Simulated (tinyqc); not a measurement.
Worked calculation: UHF in the sto-3g basis, for LiH+, spin multiplicity 2. One step of it, computed by the program tinyqc.

Problem. Iteration 2: building the Fock matrix. J_ij = sum D_kl (ij|kl) with D = D(alpha) + D(beta), K_ij = sum D_kl (ik|jl) for each spin; F = H + J - K(s); E = tr D H + tr D J / 2 - 0.5 sum_s tr D(s) K(s) + E_nn.

D(alpha) after iteration 1:
```
            1Li 1s     1Li 2s   1Li 2px   1Li 2py    1Li 2pz      2H 1s
1Li 1s    1.018502  -0.063687  0.000000  0.000000  -0.023537  -0.089613
1Li 2s   -0.063687   0.216081  0.000000  0.000000   0.083293   0.317888
1Li 2px   0.000000   0.000000  0.000000  0.000000   0.000000   0.000000
1Li 2py   0.000000   0.000000  0.000000  0.000000   0.000000   0.000000
1Li 2pz  -0.023537   0.083293  0.000000  0.000000   0.032108   0.122541
2H 1s    -0.089613   0.317888  0.000000  0.000000   0.122541   0.467676
```

D(beta) after iteration 1:
```
            1Li 1s     1Li 2s   1Li 2px   1Li 2py    1Li 2pz      2H 1s
1Li 1s    0.982757   0.033636  0.000000  0.000000   0.003744  -0.001733
1Li 2s    0.033636   0.001151  0.000000  0.000000   0.000128  -0.000059
1Li 2px   0.000000   0.000000  0.000000  0.000000   0.000000   0.000000
1Li 2py   0.000000   0.000000  0.000000  0.000000   0.000000   0.000000
1Li 2pz   0.003744   0.000128  0.000000  0.000000   0.000014  -0.000007
2H 1s    -0.001733  -0.000059  0.000000  0.000000  -0.000007   0.000003
```

core Hamiltonian H = T + V (hartree):
```
            1Li 1s     1Li 2s    1Li 2px    1Li 2py    1Li 2pz      2H 1s
1Li 1s   -4.676221  -1.049718   0.000000   0.000000  -0.010744  -0.136014
1Li 2s   -1.049718  -1.358394   0.000000   0.000000  -0.101346  -0.494147
1Li 2px   0.000000   0.000000  -1.104855   0.000000   0.000000   0.000000
1Li 2py   0.000000   0.000000   0.000000  -1.104855   0.000000   0.000000
1Li 2pz  -0.010744  -0.101346   0.000000   0.000000  -1.184167  -0.653346
2H 1s    -0.136014  -0.494147   0.000000   0.000000  -0.653346  -1.276584
```

Two-electron integrals (ij|kl) in chemists' order, unique and non-zero (hartree):
```
(11|11) 1.680395   (21|11) 0.265420   (21|21) 0.049941   (22|11) 0.397727
(22|21) 0.092860   (22|22) 0.290562   (31|31) 0.008981   (32|31) 0.013788
(32|32) 0.064184   (33|11) 0.396640   (33|21) 0.092880   (33|22) 0.290497
(33|33) 0.312946   (41|41) 0.008981   (42|41) 0.013788   (42|42) 0.064184
(43|43) 0.016869   (44|11) 0.396640   (44|21) 0.092880   (44|22) 0.290497
(44|33) 0.279207   (44|44) 0.312946   (51|51) 0.008981   (52|51) 0.013788
(52|52) 0.064184   (53|53) 0.016869   (54|54) 0.016869   (55|11) 0.396640
(55|21) 0.092880   (55|22) 0.290497   (55|33) 0.279207   (55|44) 0.279207
(55|55) 0.312946   (61|11) 0.032116   (61|21) 0.006090   (61|22) 0.011598
(61|33) 0.011462   (61|44) 0.011462   (61|51) 0.000754   (61|52) 0.001471
(61|55) 0.011875   (61|61) 0.000818   (62|11) 0.101526   (62|21) 0.024115
(62|22) 0.083269   (62|33) 0.078602   (62|44) 0.078602   (62|51) 0.003811
(62|52) 0.025802   (62|55) 0.092526   (62|61) 0.003548   (62|62) 0.043787
(63|31) 0.001632   (63|32) 0.008310   (63|53) 0.003664   (63|63) 0.002622
(64|41) 0.001632   (64|42) 0.008310   (64|54) 0.003664   (64|64) 0.002622
(65|11) 0.133938   (65|21) 0.032065   (65|22) 0.114240   (65|33) 0.106379
(65|44) 0.106379   (65|51) 0.005871   (65|52) 0.039707   (65|55) 0.129850
(65|61) 0.004850   (65|62) 0.064967   (65|65) 0.097233   (66|11) 0.269925
(66|21) 0.065013   (66|22) 0.248136   (66|33) 0.226608   (66|44) 0.226608
(66|51) 0.010577   (66|52) 0.092144   (66|55) 0.291076   (66|61) 0.009778
(66|62) 0.168165   (66|65) 0.257467   (66|66) 0.774606
```

nuclear repulsion = 0.81037858 hartree

Give: Coulomb J; exchange K(alpha); exchange K(beta); F(alpha); F(beta); total energy of this density.

Solution.

Coulomb J (hartree):
```
         1Li 1s  1Li 2s  1Li 2px  1Li 2py  1Li 2pz  2H 1s
1Li 1s    3.664   0.604    0.000    0.000    0.011  0.075
1Li 2s    0.604   1.058    0.000    0.000    0.079  0.349
1Li 2px   0.000   0.000    1.040    0.000    0.000  0.000
1Li 2py   0.000   0.000    0.000    1.040    0.000  0.000
1Li 2pz   0.011   0.079    0.000    0.000    1.086  0.486
2H 1s     0.075   0.349    0.000    0.000    0.486  1.145
```

exchange K(alpha) (hartree):
```
         1Li 1s  1Li 2s  1Li 2px  1Li 2py  1Li 2pz  2H 1s
1Li 1s    1.687   0.266    0.000    0.000    0.002  0.035
1Li 2s    0.266   0.179    0.000    0.000    0.115  0.219
1Li 2px   0.000   0.000    0.029    0.000    0.000  0.000
1Li 2py   0.000   0.000    0.000    0.029    0.000  0.000
1Li 2pz   0.002   0.115    0.000    0.000    0.133  0.237
2H 1s     0.035   0.219    0.000    0.000    0.237  0.554
```

exchange K(beta) (hartree):
```
         1Li 1s  1Li 2s  1Li 2px  1Li 2py  1Li 2pz  2H 1s
1Li 1s    1.669   0.276    0.000    0.000    0.001  0.035
1Li 2s    0.276   0.056    0.000    0.000    0.000  0.007
1Li 2px   0.000   0.000    0.010    0.000    0.000  0.000
1Li 2py   0.000   0.000    0.000    0.010    0.000  0.000
1Li 2pz   0.001   0.000    0.000    0.000    0.010  0.001
2H 1s     0.035   0.007    0.000    0.000    0.001  0.001
```

F(alpha) (hartree):
```
         1Li 1s  1Li 2s  1Li 2px  1Li 2py  1Li 2pz   2H 1s
1Li 1s   -2.700  -0.712    0.000    0.000   -0.003  -0.096
1Li 2s   -0.712  -0.480    0.000    0.000   -0.137  -0.364
1Li 2px   0.000   0.000   -0.094    0.000    0.000   0.000
1Li 2py   0.000   0.000    0.000   -0.094    0.000   0.000
1Li 2pz  -0.003  -0.137    0.000    0.000   -0.231  -0.405
2H 1s    -0.096  -0.364    0.000    0.000   -0.405  -0.686
```

F(beta) (hartree):
```
         1Li 1s  1Li 2s  1Li 2px  1Li 2py  1Li 2pz   2H 1s
1Li 1s   -2.682  -0.722    0.000    0.000   -0.001  -0.096
1Li 2s   -0.722  -0.356    0.000    0.000   -0.023  -0.153
1Li 2px   0.000   0.000   -0.074    0.000    0.000   0.000
1Li 2py   0.000   0.000    0.000   -0.074    0.000   0.000
1Li 2pz  -0.001  -0.023    0.000    0.000   -0.108  -0.168
2H 1s    -0.096  -0.153    0.000    0.000   -0.168  -0.133
```

total energy of this density = -7.59075 hartree
